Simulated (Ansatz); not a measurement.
in.yaml

```yaml
crystal:
  periodic: [false, false, false]
  atoms:
    - {symbol: Si, position_ang: [0.000000, 0.000000, -0.213910]}
    - {symbol: C, position_ang: [0.000000, 0.000000, -1.940180]}
    - {symbol: H, position_ang: [0.000000, 0.000000, 2.154090]}
basis:
  gaussian: {orbitals: 6-31G}
magnetization: {spin_polarized: false, initial_magnetization: 1}
correlation: {method: fci, electrons: outside_noble_gas}
```

```sh
$ ansatz run in.yaml --threads 1 --pin off --events-out ev --progress --plain --max-ram 2393MiB
```

Log:

```
505 factors; integrals over basis functions are off by at most 5.6e-8 eV
mean field evaluation 1: about -8896.5485 eV, gradient 1.2e1 eV
mean field evaluation 2: about -8896.5506 eV, gradient 1.2e1 eV
mean field evaluation 4: about -8897.1863 eV, gradient 2.5e0 eV
mean field evaluation 8: about -8897.2533 eV, gradient 2.8e-1 eV
mean field evaluation 16: about -8891.1911 eV, gradient 5.0e0 eV
mean field evaluation 32: about -8894.8462 eV, gradient 8.2e0 eV
mean field evaluation 64: about -8897.2602 eV, gradient 6.8e-5 eV
mean field evaluation 96: about -8896.8758 eV, gradient 3.6e0 eV
mean field evaluation 128: about -8897.2618 eV, gradient 2.4e-1 eV
mean field evaluation 160: about -8894.8155 eV, gradient 9.6e0 eV
mean field -8897.26812544 eV, -326.9685728251 hartree, gradient 1.5e-6 eV, S^2 0.750000; 13 other end points of the search recorded, 0 dependent functions left out
mean field evaluation 192: about -8897.3506 eV, gradient 1.4e0 eV
determinant -8897.26812544 eV, -326.9685728251 hartree, with singles and doubles -8901.00568582 eV, -327.1059256355 hartree
determinant -8897.26015885 eV, -326.9682800581 hartree, with singles and doubles -8902.92018802 eV, -327.1762822936 hartree
determinant -8897.26015885 eV, -326.9682800581 hartree, with singles and doubles -8902.96237871 eV, -327.1778327730 hartree
unrestricted determinant -8899.96467179 eV, -327.0676690754 hartree, S^2 2.2851
6 core orbitals not correlated: weight in the atoms' cores, before any rotation towards them, 1.000 or more for the frozen orbitals, at most 0.000 for the correlated occupied ones
reference -8897.26812544 eV, -326.9685728251 hartree; 5, 4 occupied and 13, 14 virtual orbitals, 505 factors
state -8903.53061950 eV, -327.1987152369 hartree
6 core orbitals not correlated: weight in the atoms' cores, before any rotation towards them, 1.000 or more for the frozen orbitals, at most 0.000 for the correlated occupied ones
state -8903.53109972 eV, -327.1987328846 hartree
Total energy: -8903.53109972 eV, -327.1987328846 hartree
```

Natural occupations: 1.9713 1.9127 1.8584 1.5791 0.9608 0.4393 0.1412 0.0715 0.0280 0.0094 0.0074 0.0058 0.0044 0.0035 0.0032 0.0018 0.0016 0.0005.

Ran on 1 thread of Arm Neoverse V1, shared host: 5.3 min wall, 0.85 GiB peak host memory.
